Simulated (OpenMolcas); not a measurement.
# C3H3F3 (3,3,3-trifluoropropene): a chain of runs

Wanted: the energy (HF/6-31G*), then a single-point energy (CASSCF(2,2)/6-31G*), then the energy (CASPT2(2,2)/6-31G*) of C3H3F3 (3,3,3-trifluoropropene). 

The calculation is run with OpenMolcas 26.06.

**1. The structure to begin with**

C3H3F3 has 9 atoms, charge 0, and is taken as a singlet. SMILES: `C=CC(F)(F)F`. The shape is that of a GFN2-xTB optimisation.

Bond lengths: C1–C2 1.319 Å, C2–C3 1.501 Å, C3–F4 1.345 Å, C3–F5 1.340 Å, C3–F6 1.345 Å, C1–H7 1.078 Å, C1–H8 1.076 Å, C2–H9 1.079 Å. Some angles: C1–C2–C3 121.4°, C2–C3–F4 112.5°, C2–C3–F5 112.1°, C2–C3–F6 112.6°, F4–C3–F5 106.6°, F4–C3–F6 106.0°, F5–C3–F6 106.6°, C1–C2–H9 123.9°, C3–C2–H9 114.7°, C2–C1–H7 121.6°.

**2. The energy at HF/6-31G(d) (RICD fitting, Cartesian functions) (run 1)**

coord.xyz reads:

```xyz
9

C      0.076840    -1.344680     0.383060
C     -0.412050    -0.120740     0.445890
C      0.107180     0.975700    -0.437910
F     -0.051790     0.702480    -1.745700
F     -0.512620     2.141820    -0.213050
F      1.422110     1.199780    -0.263740
H      0.866990    -1.602380    -0.303250
H     -0.295870    -2.130040     1.016520
H     -1.200780     0.178060     1.118170
```

step1.inp reads:

```
&GATEWAY
  COORD
  coord.xyz
  BASIS
  6-31G*
  GROUP
  NoSym
  RICD

&SEWARD

&SCF
  PRORBITALS
  0
```

Run with:

```sh
$ export MOLCAS_MEM=1860
$ pymolcas step1.inp > step1.log
```

Log:

```text
--- Start Module: gateway ---
[...]
--- Stop Module: gateway /rc=_RC_ALL_IS_WELL_ ---
--- Start Module: seward ---
[...]
      Basis functions           96
--- Stop Module: seward /rc=_RC_ALL_IS_WELL_ ---
[...]
--- Start Module: scf ---
[...]
       Convergence after  11 Iterations
[...]
::    Total SCF energy                               -413.6514457071
[...]
      Total spin, S                                     0.0000000000
[...]
      Total electronic charge=   48.000000
      Total            charge=   -0.000000
[...]
      Dipole Moment (debye):
      Origin of the operator (angstrom)=    0.1346    0.7017   -0.3717
                   X= -6.7821E-01               Y= -2.2541E+00               Z=  1.4383E+00           Total=  2.7585E+00
      Quadrupole Moment (debye*angstrom):
[...]
--- Stop Module: scf /rc=_RC_ALL_IS_WELL_ ---
[...]
```

Wall time 4.5 s (1 thread of Intel Xeon Platinum 8259CL at 2.50GHz (Skylake/Cascade Lake), shared host); peak memory 0.079 GiB.

**3. A single-point energy at CASSCF(2,2)/6-31G(d) (RICD fitting, Cartesian functions) (run 2)**

coord.xyz is that of step 2.

step2.input reads:

```
>>> EXPORT MOLCAS_PRINT=2

&gateway
  coord = coord.xyz
  basis = 6-31G*
  group = NoSym
  ricd

&seward

&rasscf
  fileorb = $CurrDir/step1.ScfOrb
  spin = 1
  nactel = 2 0 0
  inactive = 23
  ras2 = 2
  orblisting = Nothing
```

Run with:

```sh
$ export MOLCAS_MEM=1860
$ pymolcas step2.input > step2.log
```

Log:

```text
--- Start Module: gateway ---
[...]
--- Stop Module: gateway /rc=_RC_ALL_IS_WELL_ ---
--- Start Module: seward ---
[...]
      Basis functions           96
--- Stop Module: seward /rc=_RC_ALL_IS_WELL_ ---
[...]
--- Start Module: rasscf ---
[...]
      Number of active orbitals                  2
[...]
      Spin quantum number                      0.0
[...]
      Active orbitals                            2
[...]
      Number of CSFs                             3
[...]
      Number of root(s) required                 1
[...]
      Convergence after  9 iterations
[...]
      printout of CI-coefficients larger than  0.05 for root  1
      energy=    -413.680271
      conf/sym  11     Coeff  Weight
             1  20   0.97760 0.95571
             3  02  -0.21046 0.04429
      Natural orbitals and occupation numbers for root  1
      sym 1:   1.911412   0.088588
      ************************************************************************************************************************
      *                                                    Final results                                                     *
[...]
::    RASSCF root number  1 Total energy:   -413.68027075
[...]
      Total electronic charge=   48.000000
      Total            charge=   -0.000000
[...]
      Dipole Moment (debye):
      Origin of the operator (angstrom)=    0.1346    0.7017   -0.3717
                   X= -7.2580E-01               Y= -2.1367E+00               Z=  1.4451E+00           Total=  2.6797E+00
      Quadrupole Moment (debye*angstrom):
[...]
--- Stop Module: rasscf /rc=_RC_ALL_IS_WELL_ ---
[...]
```

Run time: 5.7 s. Hardware: 1 thread of Intel Xeon Platinum 8259CL at 2.50GHz (Skylake/Cascade Lake), shared host; peak memory 0.081 GiB.

**4. The energy at CASPT2(2,2)/6-31G(d) (RICD fitting, Cartesian functions, ipea shift 0.25 Eh, pt2 variant SS) (run 3)**

coord.xyz is that of step 3.

step3.input reads:

```
* C3H3F3 CASPT2
>>> EXPORT MOLCAS_PRINT=2
&gateway
coord = coord.xyz
basis = 6-31G*
group = NoSym
ricd
&seward
&rasscf
fileorb = $CurrDir/step2.RasOrb
spin = 1
nactel = 2 0 0
inactive = 23
ras2 = 2
orblisting = Nothing
&caspt2
imaginary = 0.2
```

Run with:

```sh
$ export MOLCAS_MEM=1860
$ pymolcas step3.input > step3.log
```

Log:

```text
--- Start Module: gateway ---
[...]
--- Stop Module: gateway /rc=_RC_ALL_IS_WELL_ ---
[...]
      Basis functions           96
[...]
--- Start Module: rasscf ---
[...]
      Number of active orbitals                  2
[...]
      Spin quantum number                      0.0
[...]
      Active orbitals                            2
[...]
      Number of CSFs                             3
[...]
      Number of root(s) required                 1
[...]
      Convergence after  4 iterations
[...]
      printout of CI-coefficients larger than  0.05 for root  1
      energy=    -413.680271
      conf/sym  11     Coeff  Weight
             1  20   0.97760 0.95571
             3  02  -0.21046 0.04429
      Natural orbitals and occupation numbers for root  1
      sym 1:   1.911410   0.088590
      ************************************************************************************************************************
      *                                                    Final results                                                     *
[...]
::    RASSCF root number  1 Total energy:   -413.68027075
[...]
      Total electronic charge=   48.000000
      Total            charge=   -0.000000
[...]
      Dipole Moment (debye):
      Origin of the operator (angstrom)=    0.1346    0.7017   -0.3717
                   X= -7.2578E-01               Y= -2.1367E+00               Z=  1.4451E+00           Total=  2.6797E+00
      Quadrupole Moment (debye*angstrom):
[...]
--- Stop Module: rasscf /rc=_RC_ALL_IS_WELL_ ---
[...]
--- Start Module: caspt2 ---
[...]
      E2 (Variational):          -0.8572556393
      Total energy:            -414.5375263931
[...]
      Reference weight:           0.82078
[...]
::    CASPT2 Root  1     Total energy:   -414.53752639
[...]
--- Stop Module: caspt2 /rc=_RC_ALL_IS_WELL_ ---
[...]
```

Run time: 6.6 s. Hardware: 1 thread of Intel Xeon Platinum 8259CL at 2.50GHz (Skylake/Cascade Lake), shared host; peak memory 0.081 GiB.

**5. What came out**

| quantity | value |
| --- | --- |
| run 1, HF/6-31G*: total energy | -413.65145 Eh |
| run 1, HF/6-31G*: dipole moment | 2.76 D |
| run 1, HF/6-31G*: HOMO energy | -11.22 eV |
| run 1, HF/6-31G*: LUMO energy | 3.60 eV |
| run 1, HF/6-31G*: HOMO–LUMO gap | 14.83 eV |
| run 2, CASSCF(2,2)/6-31G*: total energy | -413.68027 Eh |
| run 2, CASSCF(2,2)/6-31G*: dipole moment (CASSCF density) | 2.68 D |
| run 3, CASPT2(2,2)/6-31G*: total energy | -414.53753 Eh |
| run 3, CASPT2(2,2)/6-31G*: dipole moment (CASSCF density) | 2.68 D |

**Reading.** Mulliken charges (run 1, HF/6-31G*) run from -0.38 on F5 to +1.12 on C3. Mulliken charges (run 3, CASPT2(2,2)/6-31G*) of the CASSCF density run from -0.38 on F5 to +1.11 on C3.
